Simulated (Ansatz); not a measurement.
# SiCl2 (SMILES Cl[Si]Cl): methods side by side

SiCl2: 3 atoms, total charge 0, spin state singlet. As SMILES, `Cl[Si]Cl`. Geometry: relaxed at PBE0-D4/def2-TZVP.

```xyz
3

Cl    0.2938    1.6038    0.3380
Si   -0.7701   -0.0104   -0.4220
Cl    0.4763   -1.5934    0.0840
```

Quantity: the energy change with the Cl1–Si2 bond stretched from 2.077 to 3.116 Å, in eV. The values are calculated.

```tsv
level	kind	program	value (eV)	less FCI/STO-3G
HF/STO-3G (restricted)	Hartree–Fock	Ansatz	3.61	+0.61
SVWN5/STO-3G (restricted)	LDA	Ansatz	2.93	-0.07
BLYP/STO-3G (restricted)	GGA	Ansatz	2.44	-0.56
r2SCAN/STO-3G (restricted)	meta-GGA	Ansatz	2.79	-0.21
wB97M-V/STO-3G (restricted)	range-separated hybrid	Ansatz	3.33	+0.33
B2PLYP/STO-3G (restricted)	double hybrid	Ansatz	2.97	-0.03
RPA@PBE/STO-3G (restricted)	RPA	Ansatz	2.46	-0.54
BCCD(T)/STO-3G (restricted)	coupled cluster or CI	Ansatz	3.01	+0.01
CCSD(T)/STO-3G (restricted)	coupled cluster or CI	Ansatz	3.00	0.00
FCI/STO-3G	exact in the basis	Ansatz	3.00	0.00
```

FCI/STO-3G is exact within its basis and frozen core, so for wave-function methods in that basis the difference is their error; functionals converge differently with the basis, so for them it is only a difference. Spin-restricted single references rise too steeply as a bond breaks, Hartree–Fock most of all. The first shape isn't each level's own minimum. The values span 2.44 to 3.61 eV. All rows use very small basis sets, so even the best lies far from the true value.
